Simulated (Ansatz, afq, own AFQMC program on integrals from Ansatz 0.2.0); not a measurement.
Atomization energy of BGeH3, singlet, worked out

```xyz
5

Ge   -0.0288    0.0000    0.2536
B     0.1335    0.0000   -1.6270
H     0.4143    1.2770    0.9714
H     0.4143   -1.2770    0.9714
H    -0.1832    0.0000   -2.7670
```

Connectivity, by distances: GeH2–BH.

Basis cc-pVTZ. Only valence electrons are correlated. Ansatz 0.2.0 and our own AFQMC program on the same integrals; the CISD trial comes from CCSD amplitudes, and released means the phaseless constraint is let go. Uncertainties: one standard error, sampling alone. No spin–orbit coupling.

Total energies in eV. CBS is CCSD(T) at the limit of def2-TZVPP/QZVPP (extrapolated itself); the highest rung of each member is named.

Cautions: inner d shell frozen; no relativity below Rb; no spin-orbit coupling; BGeH₃ (singlet): restricted determinant unstable towards unrestricted (UHF 201 meV lower, ⟨S²⟩ 0.51), its ph-AFQMC/CISD value lies 34 ± 5 meV above CCSDT(Q).

| member | count | CCSD(T)/cc-pVTZ | highest rung in cc-pVTZ | which | CCSD(T)/CBS |
| --- | --- | --- | --- | --- | --- |
| Ge (triplet) | +1 | -56475.2712 | -56475.2863 | FCI | -56475.5964 |
| B (doublet) | +1 | -669.3484 | -669.3598 | FCI | -669.4648 |
| H (doublet) | +3 | -13.6005 | -13.6005 | FCI | -13.6059 |
| BGeH₃, singlet | -1 | -57197.7626 | -57197.8182 | CCSDT(Q) | -57198.5602 |

Problem. Work out the best estimate of the atomization energy: the CCSD(T)/CBS difference plus the step from CCSD(T) to the highest rung.

Solution. Sums with the counts: CCSD(T)/CBS 12.6813 eV, highest rung 12.3706 eV, CCSD(T)/cc-pVTZ 12.3415 eV. The step is 12.3706 − 12.3415 = 0.0291 eV, so the best estimate is 12.6813 + (0.0291) = 12.7104 eV = 1226.4 kJ/mol. The basis set is worth 0.340 eV of it. Zero-point, core-correlation and spin–orbit terms aren't in it. Past Ne the Hartree–Fock part of each CBS total tends to overshoot, since the cores don't follow the formula; that largely cancels in the difference.

Best estimates are given only where the step beyond CCSD(T) is under 0.3 eV and no member's determinant is very poor (T1 over 0.05, or 0.07 for open shells, ⟨S²⟩ too high by 0.3, two states mixed), so the hardest cases are missing from such tables.

CCSDT and higher add their correlation energy to the determinant of the CCSD(T) run, since their own runs factorise the integrals more tightly (a shift of under 2 meV). Each member of a difference takes its own highest rung, so a best estimate needn't equal the limit plus the step of one row.
